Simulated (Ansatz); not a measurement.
We consider fcc Ag, described by r²SCAN (plane waves, PAW; Ansatz, a first-principles code).

Settings: plane-wave cutoff 600 eV, 16×16×16 k mesh, Fermi–Dirac smearing 0.1 eV, finite displacements, force constants from a 4×4×4 q mesh, no spin polarisation, scalar-relativistic PAW data made under PBE.

What does this level give for the zero-point energy?


- zero-point energy = 0.020 eV/atom

It cost roughly 19 core-minutes of CPU time.
